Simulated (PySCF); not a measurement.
# Which functional comes closest?

Molecule: `FP(F)F`, F$_{3}$P.

Cartesian coordinates in Å; atom numbers follow the order of the lines, from 1:
```xyz
4

F    -0.827   -1.065   -0.378
P     0.018   -0.107    0.579
F     1.379   -0.138   -0.253
F    -0.532    1.282    0.017
```

Geometry PBE0-D3(BJ)/def2-SVP throughout; GIAO in PySCF, gas phase, one conformer, non-relativistic; equivalent atoms averaged; basis pcSseg-2.

Reference values (measured; solution; Ewan Kenneth Macdonald, Aspects of the Chemistry of Some Fluorophosphine Derivatives of Group VI Elements, PhD thesis, University of Edinburgh, 1980): δ(F1/F3/F4) = -32.5 ppm vs CFCl3, δ(P2) = 104.0 ppm vs 85 % H3PO4. Computed shifts are taken against CFCl3, H3PO4, calculated as an isolated molecule at each level.

Task: How do the functionals WP04, B97-2, BHandHLYP, CAM-B3LYP, wB97X-D, LC-wPBE perform against the reference? Times are CPU seconds on 1 thread of an Arm Neoverse V1, shared host.

Result: 
```csv
functional,kind,F1/F3/F4,P2,abs. error F,abs. error P,core-s
WP04,global hybrid,-33.8,129.6,1.3,25.6,5
B97-2,global hybrid,-26.5,121.8,6.0,17.8,5
BHandHLYP,global hybrid,-15.7,112.7,16.8,8.7,5
CAM-B3LYP,range-separated hybrid,-13.0,124.7,19.5,20.7,6.7
wB97X-D,range-separated hybrid,-16.1,123.9,16.4,19.9,6.4
LC-wPBE,range-separated hybrid,-2.8,127.4,29.7,23.4,8.7
```

For 19F the closest is WP04 (1.3 ppm) and the furthest LC-wPBE (29.7 ppm).

For 31P the closest is BHandHLYP (8.7 ppm) and the furthest WP04 (25.6 ppm). One molecule is a small sample, and vibrational and solvent effects are absent from the calculation.
